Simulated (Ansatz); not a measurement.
# CHN: how energies converge with the basis set

Aim: see how fast density functionals and correlated methods converge with the basis set for CHN.

The runs use Ansatz 0.2.0, Gaussian basis; one geometry, several basis sets.

Plan: PBE0-D4/def2-SVP; ωB97M-V/def2-SVP; PBE0-D4/def2-QZVPP; ωB97M-V/def2-QZVPP; CCSD(T)/cc-pV(D+d)Z; CCSD(T)/cc-pV(T+d)Z; CCSD(T)/cc-pV(Q+d)Z; the functionals' def2-TZVPP values are taken from earlier runs.

## Step 1: Structure used throughout

An earlier PBE0-D4 in a triple-zeta def2 set relaxation fixed the geometry.

SMILES `C#N`, 3 atoms, charge 0, spin multiplicity 1.

Atoms are counted from 1 here; the program's logs count them from 0.

Bond lengths: C1–N2 1.146 Å, C1–H3 1.069 Å. Angles: N2–C1–H3 180.0°.

Coordinates:

```mol
CHN
  3D, bonds by distance, orders not assigned

  3  2  0  0  0  0  0  0  0  0999 V2000
   -0.0056   -0.0244   -0.0056 C   0  0
    0.2520    1.0610    0.2552 N   0  0
   -0.2464   -1.0366   -0.2495 H   0  0
  1  2  8  0
  1  3  8  0
M  END
```

## Step 2: PBE0-D4 in def2-SVP

in.yaml

```yaml
crystal:
  periodic: [false, false, false]
  atoms:
    - {symbol: C, position_ang: [-0.005594, -0.024366, -0.005643]}
    - {symbol: N, position_ang: [0.252003, 1.061009, 0.255152]}
    - {symbol: H, position_ang: [-0.246408, -1.036642, -0.249519]}
basis:
  gaussian: {orbitals: def2-SVP}
hamiltonian: {xc: pbe0, dispersion: d4}
output: {orbitals: {seedname: orbitals}}
```

Run with:

```
> ansatz run in.yaml --threads 2 --pin off --events-out ev --progress --plain --max-ram 32768MiB --backend cpu
```

The runs that follow: ωB97M-V in def2-SVP; PBE0-D4 in def2-QZVPP; ωB97M-V in def2-QZVPP; CCSD(T) in cc-pV(D+d)Z; CCSD(T) in cc-pV(T+d)Z; CCSD(T) in cc-pV(Q+d)Z.

**Question.** What will the summary of the whole plan be? Wanted: MP2 correlation recovered, cc-pV(D+d)Z; MP2 correlation recovered, cc-pV(T+d)Z; MP2 correlation recovered, cc-pV(Q+d)Z; CCSD(T) limit from def2 sets; PBE0-D4: double and triple zeta above quadruple; ωB97M-V: double and triple zeta above quadruple.

The runs gave:

| quantity | value |
| --- | --- |
| MP2 correlation recovered, cc-pV(D+d)Z | 74.0 % |
| MP2 correlation recovered, cc-pV(T+d)Z | 90.0 % |
| MP2 correlation recovered, cc-pV(Q+d)Z | 95.8 % |
| CCSD(T) limit from def2 sets (earlier runs) less the limit of this series | 13 meV |
| PBE0-D4: double and triple zeta above quadruple | 3.11, 0.14 eV |
| ωB97M-V: double and triple zeta above quadruple | 3.23, 0.13 eV |

**Reading.** For PBE0-D4 the step from double to triple zeta gains 2.97 eV and the next only 0.14 eV. In cc-pV(D+d)Z MP2 holds 74 % of its limit, in cc-pV(Q+d)Z 96 %, while Hartree-Fock is within 0.052 eV in the largest set. A limit from the def2 sets, made apart, differs by 13 meV, a least measure of the doubt on such a limit. Total energies overstate the basis error of differences, where much of it tends to cancel. The LUMO of ωB97M-V is positive and keeps falling with the basis (3.17 to 2.04 eV): an unbound level that the basis holds in place.
